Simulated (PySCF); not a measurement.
Gas-phase reaction: Si₂H₆ ⇌ Si₂H₅ + H

Computed with PySCF and rigid-rotor harmonic-oscillator thermochemistry at 1 bar. † marks an energy on the PBE0/def2-TZVP geometry and frequencies; other levels use their own. CCSD(T) freezes the core. 6-31G* has spherical d functions here. Open shells (unrestricted): Si₂H₅ (multiplicity 2), H (multiplicity 2); the rest are closed-shell singlets. Si₂H₅: computed as isolated molecules; such fragments, hydroxides, amides, oligomers or adducts are transient or little studied in the gas. CCSD(T) isn't extrapolated to the basis-set limit; its ΔH°(298 K) is 354.9 kJ in def2-SVP and 367.4 kJ in def2-TZVPP. The harmonic model lacks anharmonicity and excited electronic states, which grow with temperature; levels with a mode under 35 cm⁻¹ are left out. Internal rotation in Si₂H₆, Si₂H₅ is treated as a harmonic vibration of one conformer, which makes the entropy rough.

```tsv
level	ΔE electronic, kJ	ΔH°(298 K), kJ	ΔS°(298 K), J/K	ΔG°(2000 K), kJ
CCSD(T)/def2-SVP†	374	355	133	72
HF/6-31G*	305	284	133	-1
HF/def2-TZVP†	307	288	133	5
M06-2X/def2-TZVP†	379	361	133	77
PBE/def2-SVP	368	350	133	66
PBE0/def2-QZVP†	371	353	133	69
r2SCAN/def2-TZVP†	371	353	133	69
ωB97M-V/def2-TZVP†	392	374	133	90
```
ΔH° is lowest at HF/6-31G* and highest at ωB97M-V/def2-TZVP†. No reference value is set beside these.
